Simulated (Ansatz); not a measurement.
Results of r²SCAN (plane waves, PAW; Ansatz, a program for electronic structure) for chalcopyrite CdGeAs₂.

Numerical settings: plane-wave cutoff 500 eV, 10×10×10 k mesh, Fermi–Dirac smearing 0.05 eV, scalar-relativistic PAW data made under PBE.

Cell (relaxed at this level):

```
CELL_PARAMETERS angstrom
     -2.99028     2.99028     5.65027
      2.99028    -2.99028     5.65027
      2.99028     2.99028    -5.65027
ATOMIC_POSITIONS crystal
  Cd 0.25000 0.75000 0.50000
  Cd 0.50000 0.50000 0.00000
  Ge 0.00000 0.00000 0.00000
  Ge 0.75000 0.25000 0.50000
  As 0.87500 0.34635 0.97135
  As 0.65365 0.62500 0.52865
  As 0.37500 0.90365 0.02865
  As 0.09635 0.12500 0.47135
```

Problem. What does this level give for the band gap?

Solution. 
- band gap: 0.10 eV (under three smearing widths, so not firm)

Measured, for comparison: band gap 0.57 eV (temperature not stated, not corrected to a static lattice, direct; as tabulated in Rashkeev et al. (1999), arXiv:cond-mat/9809378).

Spin–orbit coupling is not included.

Static lattice: no zero-point or thermal effects.
